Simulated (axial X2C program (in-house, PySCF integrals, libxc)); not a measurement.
# NBO⁺: bond lengths and stretches, held linear

One table from this session's results is given with a row withheld; the runs are named, their logs left out.

The runs use an in-house X2C program for linear molecules on PySCF integrals; all-electron X2C, two-component (2c) or spin-free, N dyall-av3z, B dyall-v3z, O dyall-av3z.

All values are calculated.

2 further runs of the same task are left out: 2 set aside as unsound or not needed.

The first run:

task.json reads:

```json
{"zs": [7, 5, 8], "q": 1, "bas": ["dyall-av3z", "dyall-v3z", "dyall-av3z"], "r0": [1.38, 1.35], "symm": 0, "scan": ["PBE0", "HF", "LDA"], "levels": ["PBE0", "HF", "PBE"], "nst": 2}
```

Keys: zs atomic numbers; q charge; bas basis sets; r0 starting distance in Å; symm equal bonds; scan levels of the two-bond scan (MP2 follows by itself at each HF point); levels methods; nst determinants followed.

Command:

```console
$ python solin.py task.json out
```

Masses N 14.003, B 11.009, O 15.995 u.

Among the steps run: Scan at PBE0, 2c; Scan at HF, 2c; Scan at LDA, 2c.

One table of the session follows, with a row left open; its other results are not shown here.

```
          level  r(N–B) (Å)  r(B–O) (Å)  lower stretch (cm⁻¹)  upper stretch (cm⁻¹)
       PBE0, 2c       1.430       1.316                 871.1                1665.1
         HF, 2c           ?           ?                     ?                     ?
        LDA, 2c       1.424       1.324                 860.9                1599.8
        MP2, 2c       1.438       1.317                 875.1                1690.3
PBE0, spin-free       1.430       1.316                 871.2                1665.0
  HF, spin-free       1.428       1.295                 894.1                1753.8
 LDA, spin-free       1.424       1.324                 861.0                1599.7
 MP2, spin-free       1.438       1.318                 875.1                1690.3
```

Estimate the missing values for HF, 2c.

As computed: r(N–B) (Å): 1.428; r(B–O) (Å): 1.295; lower stretch (cm⁻¹): 894.1; upper stretch (cm⁻¹): 1753.7.

Scans not shown above were run alike.

MP2 freezes inner shells (threshold -2 hartree). The molecule was held linear; bending was not examined, so a bent shape may lie lower. Note: functional without a current term on a determinant with orbital currents, of the molecule or an atom. Note: several unpaired electrons, one determinant need not be a pure state.
